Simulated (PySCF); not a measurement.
Bonding in `CNNC(C)C`

Species: C4H12N2.
SMILES with atom numbers: `[CH3:1][NH:2][NH:3][CH:4]([CH3:5])[CH3:6]` (hydrogens: H7, H8, H9 on C1; H10 on N2; H11 on N3; H12 on C4; H13, H14, H15 on C5; H16, H17, H18 on C6)

Structure used (GFN2-xTB), in Å, numbered top down from 1:
```
atom  x, y, z in Å
C1     2.7427    0.1853   -0.2310
N2     1.5218   -0.5156    0.1362
N3     0.3947    0.1208   -0.5266
C4    -0.8070    0.1935    0.2825
C5    -1.4053   -1.1771    0.6255
C6    -1.8242    1.0552   -0.4636
H7     2.9024    0.0531   -1.3002
H8     3.5704   -0.2689    0.3104
H9     2.7107    1.2598   -0.0144
H10    1.3791   -0.4121    1.1400
H11    0.2092   -0.4427   -1.3566
H12   -0.5286    0.7048    1.2149
H13   -0.6584   -1.8094    1.1010
H14   -1.7463   -1.6718   -0.2821
H15   -2.2513   -1.0654    1.2990
H16   -2.1282    0.5646   -1.3855
H17   -2.7050    1.2153    0.1523
H18   -1.3855    2.0171   -0.7136
```

Bond orders from the PBE0/pcSseg-1 density (PySCF). Geometry: GFN2-xTB, one conformer, isolated molecule. GFN2-xTB frequencies show an imaginary mode (70i cm⁻¹), so this geometry is no minimum at that level.

How far do the computed orders between heavy atoms stray from the drawn ones?

The largest departure is 0.041, at N2–N3 (drawn single, 0.959) and C4–C6 (drawn single, 1.040).

Set the Mayer orders of the bonds beside their lengths.

```csv
bond,drawn as,length (Å),Mayer order
C1–N2,single,1.455,0.977
N2–N3,single,1.454,0.959
N3–C4,single,1.451,0.965
C4–C5,single,1.534,1.008
C4–C6,single,1.528,1.040
C1–H7,single,1.089,0.972
C1–H8,single,1.088,0.966
C1–H9,single,1.097,0.961
N2–H10,single,1.019,0.926
N3–H11,single,1.020,0.929
C4–H12,single,1.099,0.933
C5–H13,single,1.088,0.963
C5–H14,single,1.089,0.961
C5–H15,single,1.087,0.962
C6–H16,single,1.088,0.963
C6–H17,single,1.087,0.963
C6–H18,single,1.086,0.965
```

By pair of heavy elements: C–N: all 2 within 0.02 of one another (0.965 to 0.977). C–C: lowest C4–C5 (1.008, 1.534 Å), highest C4–C6 (1.040, 1.528 Å).

Sum the orders of all bonds at each heavy atom with more than one neighbour and set the sums beside the valence in the SMILES.

C1 3.876 (drawn 4), N2 2.862 (drawn 3), N3 2.853 (drawn 3), C4 3.946 (drawn 4), C5 3.894 (drawn 4), C6 3.931 (drawn 4). Orders between atoms that aren't bonded are not in these sums.

Mayer orders depend on the basis set.
